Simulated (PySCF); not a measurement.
Input of a run (PBE0-D3(BJ)/def2-TZVP geometry optimisation, gas phase (PySCF 2.14.0)), started from GFN2-xTB:
```
{"job": {"xc": "PBE0", "basis": "def2-TZVP", "d3": "d3bj", "grid": 2, "kind": "geom"}, "charge": 0, "multiplicity": 1}
C     -0.828041    -0.012075     0.020164
C      0.678710     0.025278     0.122126
Cl     1.333479     1.411022    -0.788864
Cl     1.386817    -1.478497    -0.522366
H     -1.244345     0.907701     0.424577
H     -1.211389    -0.857641     0.586695
H     -1.135700    -0.113228    -1.017652
H      1.029526     0.126853     1.150754
```

Output (energies in Eh, forces in Eh/bohr):
```
step   0  E = -998.68602998  max force = 0.005417
step   1  E = -998.68623484  max force = 0.000992
step   2  E = -998.68625899  max force = 0.000438
step   3  E = -998.68626098  max force = 0.000093
optimisation converged
```

Problem. Summarise the run.

Solution. The energy falls by 0.14 kcal/mol over 4 energy and gradient evaluations, the largest force component goes from 0.0054 to 9.3e-05 Eh/bohr, and the atoms move by 0.012 Å rms after alignment. Among the bonds, C1–C2 and C2–Cl3 change most and about equally (-0.007 to -0.006 Å). Bonds longer at the end by more than 0.005 Å: 0 of 7; shorter: 3. The energy never rose by more than 1e-6 Eh on the way. The first step brought 89 % of the lowering.

Problem. What are the final bond lengths?

Solution. C1–C2 1.504 Å, C2–Cl3 1.777 Å, C2–Cl4 1.777 Å, C1–H5 1.091 Å, C1–H6 1.091 Å, C1–H7 1.090 Å, C2–H8 1.087 Å. Numbering counts from 1 in the input's order; the species is 1,1-dichloroethane, `CC(Cl)Cl`.

The run used 160 basis functions and 30 SCF cycles in all.

No PBE0-D3(BJ)/def2-TZVP frequencies stand behind this structure, so it isn't proved a minimum.
